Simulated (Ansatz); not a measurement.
## A ladder of methods for Si2H5 (SMILES [SiH2][SiH3])

The species is Si2H5 (7 atoms), meant as a doublet with charge 0. SMILES: `[SiH2][SiH3]`. Geometry: relaxed at PBE0-D4/def2-TZVP.

```xyz
7

Si   -0.2096   -1.3612   -0.1911
Si    0.3579    0.8892   -0.0620
H    -0.0026   -2.1239    1.0703
H    -1.5736   -1.6246   -0.7256
H     0.2100    1.5028   -1.4080
H    -0.4958    1.6431    0.8986
H     1.7749    1.0068    0.3722
```

Each level gives the energy change with the Si1–H4 bond stretched from 1.488 to 1.861 Å (eV). The values are calculated.

```csv
level,kind,program,value (eV),less FCI/STO-3G,CPU time (all runs)
USVWN5/STO-3G,LDA,Ansatz,1.17,-0.03,3 s
UPBE/STO-3G,GGA,Ansatz,1.12,-0.08,5.2 s
UBHLYP/STO-3G,global hybrid,Ansatz,1.41,+0.21,5.3 s
U-wB97X/STO-3G,range-separated hybrid,Ansatz,1.35,+0.15,27 s
UB2PLYP/STO-3G,double hybrid,Ansatz,1.31,+0.11,5.7 s
UBCCD(T)/STO-3G,coupled cluster or CI,Ansatz,1.20,0.00,0.76 s
UCCSDTQ/STO-3G,coupled cluster or CI,Ansatz,1.20,0.00,72 s
FCI/STO-3G,exact in the basis,Ansatz,1.20,0.00,51 s
```

FCI/STO-3G is exact within its basis and frozen core, so for wave-function methods in that basis the difference is their error; functionals converge differently with the basis, so for them it is only a difference. The first shape isn't each level's own minimum. The values span 1.12 to 1.41 eV. All rows use very small basis sets, so none should be taken for the real molecule's value. Times are those of the runs behind each value, whatever else they computed, on shared processors of several kinds: orders of magnitude only.
